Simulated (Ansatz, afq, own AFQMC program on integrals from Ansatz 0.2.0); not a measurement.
**Atomization energy of CH$_{3}$O, doublet, worked out**

```xyz
5

O     0.0000    0.0011    0.6951
C     0.0000    0.0094   -0.6608
H     0.8686   -0.5694   -1.0215
H     0.0000    1.0088   -1.1162
H    -0.8686   -0.5694   -1.0215
```

Connectivity, by distances: O–CH3.

Basis cc-pVQZ. Noble-gas cores (and the filled d shells of Ga–Kr and In–Xe) are frozen. AFQMC by an in-house program on the Cholesky factors that Ansatz 0.2.0 writes for its CCSD(T) run. ph-AFQMC/CISD is guided by a CISD state made of CCSD amplitudes; releasing the constraint for a short imaginary time cuts its bias at the price of noise, slowly where states lie close. Error bars are statistical, one sigma.

Total energies in eV. CBS is CCSD(T) at the limit of def2-TZVPP/QZVPP (extrapolated itself); the highest rung of each member is named.

Cautions: CH₃O (doublet): the released value is read at 1.62 1/Eh, later times being too noisy (meV from the phaseless value at times in 1/Eh: -5 ± 3 at 0.24, -11 ± 4 at 0.51, -24 ± 6 at 0.99, -10 ± 9 at 1.62, -10 ± 13 at 2.40).

| member | count | CCSD(T)/cc-pVQZ | highest rung in cc-pVQZ | which | CCSD(T)/CBS |
| --- | --- | --- | --- | --- | --- |
| O (triplet) | +1 | -2040.6789 | -2040.6895 | CCSDT(Q) | -2040.9924 |
| C (triplet) | +1 | -1028.2241 | -1028.2381 | FCI | -1028.3149 |
| H (doublet) | +3 | -13.6042 | -13.6042 | FCI | -13.6059 |
| CH₃O, doublet | -1 | -3126.8537 | -3126.8776 ± 0.0089 | released AFQMC | -3127.4373 |

Q: Work out the best estimate of the atomization energy: the CCSD(T)/CBS difference plus the step from CCSD(T) to the highest rung.

A: Sums with the counts: CCSD(T)/CBS 17.3123 eV, highest rung 17.1374 eV, CCSD(T)/cc-pVQZ 17.1381 eV. The step is 17.1374 − 17.1381 = -0.0007 eV, so the best estimate is 17.3123 + (-0.0007) = 17.3116 eV, with sampling noise 0.009 eV. The step is under twice that noise, so its sign is open. The basis set is worth 0.174 eV of it. Zero-point, core-correlation and spin–orbit terms aren't in it.

Best estimates are given only where the step beyond CCSD(T) is under 0.3 eV and no member's determinant is very poor (T1 over 0.05, or 0.07 for open shells, ⟨S²⟩ too high by 0.3, two states mixed), so the hardest cases are missing from such tables.

CCSDT and higher add their correlation energy to the determinant of the CCSD(T) run, since their own runs factorise the integrals more tightly (a shift of under 2 meV). Each member of a difference takes its own highest rung, so a best estimate needn't equal the limit plus the step of one row. A walk keeps the symmetry of its determinant, which the program's search chose and which needn't be the lowest solution, so a lower state of the same spin and another symmetry isn't excluded. Released energies are given only where the last usable release times agree within the noise; a slower fall can still hide under it.
